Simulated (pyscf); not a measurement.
## Substitution at Si: Cl–SiH₂–Cl (SMILES Cl[SiH2]Cl) + H• (SMILES [H]) -> Cl–SiH₂–Cl (SMILES Cl[SiH2]Cl) + H• (SMILES [H])

Gas phase, doublet surface, charge 0. Bonds broken: Si2–H6. Bonds formed: Si2–H4. Single points on ωB97X-D3(BJ)/def2-SVP structures (PySCF, gas phase). Correlated levels are frozen-core, on RHF or UHF. ΔMP2 is the change of the MP2 total energy from the triple- to the quadruple-zeta basis.

Transition state (Å):

```xyz
6

Cl    -1.7931     1.0954    -0.4656
Si     0.0716     0.2495    -0.1186
Cl     1.0299     1.7718     0.9193
H     -0.6532    -1.1478     0.2361
H      0.7593     0.0006    -1.4000
H      0.7143    -0.8203     0.9047
```

One imaginary mode, 435i cm⁻¹; descent along it reached the two sides named.

| bond | change | reactant side (Å) | saddle | product side |
|---|---|---|---|---|
| Si2–H6 | breaks | 1.479 | 1.614 | 3.7 |
| Si2–H4 | forms | 3.6 | 1.614 | 1.479 |

Electronic energies relative to the separated reactants (kcal/mol):

| level | barrier | reaction energy | reverse barrier |
|---|---|---|---|
| ωB97X-D3(BJ)/def2-TZVP | 12.7 | 0.0 | 12.7 |
| PBE/def2-TZVP | 6.5 | 0.0 | 6.5 |
| r²SCAN/def2-TZVP | 6.2 | 0.0 | 6.2 |
| B3LYP-D3(BJ)/def2-TZVP | 8.9 | 0.0 | 8.9 |
| PBE0-D3(BJ)/def2-TZVP | 9.2 | 0.0 | 9.2 |
| M06-2X/def2-TZVP | 13.7 | 0.0 | 13.7 |
| ωB97M-D3(BJ)/def2-TZVP | 12.7 | 0.0 | 12.7 |
| HF/def2-TZVP | 28.9 | 0.0 | 28.9 |
| MP2/def2-QZVPP | 17.2 | 0.0 | 17.2 |
| CCSD/def2-TZVPP | 15.6 | 0.0 | 15.6 |
| CCSD(T)/def2-TZVPP | 14.5 | 0.0 | 14.5 |
| CCSD(T)/def2-TZVPP + ΔMP2(QZVPP) | 13.7 | 0.0 | 13.7 |

With CCSD(T)/def2-TZVPP + ΔMP2(QZVPP) energies and thermal terms (ideal gas, 1 atm, RRHO with modes under 100 cm⁻¹ raised to 100, one conformer, R ln 2 for rigid chiral ones), in kcal/mol:

| T (K) | ΔH‡ | ΔG‡ | ΔH | ΔG |
|---|---|---|---|---|
| 298 | 14.1 | 21.1 | 0.0 | 0.0 |
| 600 | 13.3 | 28.5 | 0.0 | 0.0 |
| 900 | 12.8 | 36.2 | 0.0 | 0.0 |
| 1200 | 12.5 | 44.1 | 0.0 | 0.0 |

The same reactants have a lower exit, to Cl–SiH•–Cl + H₂ (barrier +4.9 kcal/mol at ωB97M-D3(BJ), against +12.7 kcal/mol here). One saddle was located; it need not be the lowest between these sides. The angle at the attacked Si is 58° (front-side attack). The CCSD(T) − MP2 part came from Ansatz, without density fitting, on the same reference.
